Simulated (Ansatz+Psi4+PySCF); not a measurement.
doublet MgS(+): levels of theory in one basis

```yaml
atoms:
  - { symbol: Mg, position_ang: [0.0000, 0.0000, -0.0026] }
  - { symbol: S, position_ang: [0.0000, 0.0000, 2.5705] }
```

Basis set: cc-pCVTZ on Mg; cc-pV(T+d)Z on S (spherical functions). Frozen core: 6 orbitals. Correlation on ROHF uses semicanonical orbitals with singles. Charge 1, multiplicity 2.

Computed with Ansatz (development build ahead of 0.2.0) and Psi4 1.11; each method stands on the lowest determinant of its kind that the runs found.

```
 method  E − E(ROHF) (eV)  <S²> of the determinant
   ROHF              0.00                     0.75
    UHF             -0.31                     1.76
UHF-MP2            -10.73                     1.76
```

Q: What does ROHF-MP2 give on the same scale?

A: -11.58 eV.

Q: Is a single determinant a sound starting point here?

A: It is doubtful. Unrestricted orbitals lower Hartree–Fock by 0.31 eV and <S²> is 1.76 where a pure state has 0.75, a sign of strong static correlation.

Caution for UHF, UHF-MP2: the unrestricted determinant is a mixture of spin states.
